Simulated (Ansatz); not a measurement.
`C/C=C\C` → `C=CC` + `[CH2]` (triplet) at 298.15 K and 1 bar (formal loss of a carbene).

Computed with Ansatz on PBE0-D4/def2-TZVP structures; ΔE is electronic, products minus reactants. CCSD(T)/CBS is the MP2 limit (def2-TZVPP, def2-QZVPP) plus CCSD(T) − MP2 in def2-TZVPP, frozen cores. This one scheme is used for every species. Triplets are unrestricted, without spin–orbit coupling.

```tsv
species	CCSD(T)/CBS energy (Eh)	H − E (kJ/mol)	S (J/(mol·K))
`C/C=C\C`	-157.00876	300.7	296.0
`C=CC`	-117.74610	222.5	264.5
`[CH2]` (triplet)	-39.09499	55.4	195.3
```

H − E and S are ideal-gas, rigid-rotor, harmonic terms from PBE0-D4/def2-TZVP, with the whole ground term of open shells counted as degenerate. 1 Eh = 2625.50 kJ/mol, R = 8.31446 J/(mol·K).

Q: By hand: ΔE, ΔH, ΔS and ΔG.

A: ΔE = (-117.74610) + (-39.09499) − (-157.00876) = 0.16767 Eh = 440.2 kJ/mol. Δ(H − E) = 222.5 + 55.4 − 300.7 = -22.8, so ΔH = 417.4 kJ/mol. ΔS = 264.5 + 195.3 − 296.0 = 163.8 J/(mol·K). ΔG = 417.4 − 298.15 × (163.8)/1000 = 368.6 kJ/mol.

Q: By hand: the equilibrium constant, and the temperature at which ΔG would vanish if ΔH and ΔS stayed fixed.

A: log₁₀ K = −ΔG/(RT ln 10) = -64.6. ΔG = 0 at ΔH/ΔS = 2548 K, far beyond where these terms or the molecules hold.

The number of gas molecules changes by +1, which sets the sign of ΔS. A doubt of 5 kJ/mol in ΔE shifts log₁₀ K by 0.9 here. A triplet takes part, so the spin changes. These are equilibria of isolated gas molecules and say nothing of rates. Largest T1 diagnostic: 0.011 (customary marks: 0.02 for closed shells, 0.045 for open ones).
